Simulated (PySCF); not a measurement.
Method used: core-valence-separated Tamm–Dancoff BHandHLYP/aug-pcX-1 (pcseg-1 on H, def2-SVPD on S) in PySCF, non-relativistic, gas phase, PBE0-D3(BJ)/def2-SVP geometry. BHandHLYP without relativity tends to put these K edges a few eV too low, so spacings mean more than positions.

Main lines of an unknown, eV (oscillator strength): C K: 285.5 (0.046), 285.5 (0.012), 285.5 (0.049), 286.0 (0.065), 286.1 (0.018). Listed: the first five lines at most of each edge with a tenth or more of its strongest line's intensity; roots within 0.03 eV on the same or equivalent atoms are summed. Only the lowest roots were sought, and the top ones are left out.

Question: Which candidate gives them?
A. `C1CSCSC1` (1,3-dithiane)
B. `C1CCSSC1` (dithiane)
C. `CC1SCCS1` (2-methyl-1,3-dithiolane)

Answer: C. 

- `CC1SCCS1`: C K: 285.5 (0.046), 285.5 (0.012), 285.5 (0.049), 286.0 (0.065), 286.1 (0.018). First C line listed at 285.5 eV, hole on the sp3 carbon bound to sulfur.
- `C1CCSSC1`: C K: 285.5 (0.107), 285.7 (0.037), 286.1 (0.040), 286.2 (0.016), 286.5 (0.017). First C line listed at 285.5 eV, hole on the sp3 carbon bound to sulfur.
- `C1CSCSC1`: C K: 285.7 (0.117), 286.1 (0.031), 286.3 (0.032), 286.4 (0.025), 286.6 (0.069). First C line listed at 285.7 eV, hole on the ring CH2 carbon and sp3 carbon bound to sulfur.

One conformer each; other structures than these candidates weren't tested.
